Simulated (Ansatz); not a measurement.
Start from `C=COC(C)F` and change one atom or group to get `CC(F)OC=N`.

Ansatz, PBE0-D4/def2-TZVP geometries, multiplicity 1. Each molecule was computed in one conformer, which needn't be the lowest.

```csv
property,`C=COC(C)F`
HOMO energy (B3LYP/def2-TZVPP) / eV,-6.88
HOMO energy (PBE0/def2-TZVPP) / eV,-7.10
HOMO–LUMO gap (PBE/def2-TZVPP) / eV,5.40
size of the dipole moment (B3LYP/def2-TZVPP) / D,1.57
HOMO energy (PBE/def2-TZVPP) / eV,-5.90
size of the dipole moment (ωB97M-V/def2-TZVPP) / D,1.57
```

Q: Give the same properties after the change, and the shifts. (Best estimate.)

A: Computed: 
| property | `CC(F)OC=N` | shift |
| --- | --- | --- |
| HOMO energy (B3LYP/def2-TZVPP) / eV | -7.98 | -1.10 |
| HOMO energy (PBE0/def2-TZVPP) / eV | -8.21 | -1.11 |
| HOMO–LUMO gap (PBE/def2-TZVPP) / eV | 5.75 | 0.35 |
| size of the dipole moment (B3LYP/def2-TZVPP) / D | 2.15 | 0.58 |
| HOMO energy (PBE/def2-TZVPP) / eV | -6.64 | -0.74 |
| size of the dipole moment (ωB97M-V/def2-TZVPP) / D | 2.17 | 0.60 |

With PBE0 the HOMO falls by 1.11 eV and the LUMO falls by 0.31 eV, so the gap widens by about 0.80 eV. PBE moves the HOMO by -0.74 eV and ωB97M-V by -1.24 eV. Dipoles are sizes alone; their direction can turn.

B3LYP here is the variant with VWN-RPA as its local correlation; programs differ in this.
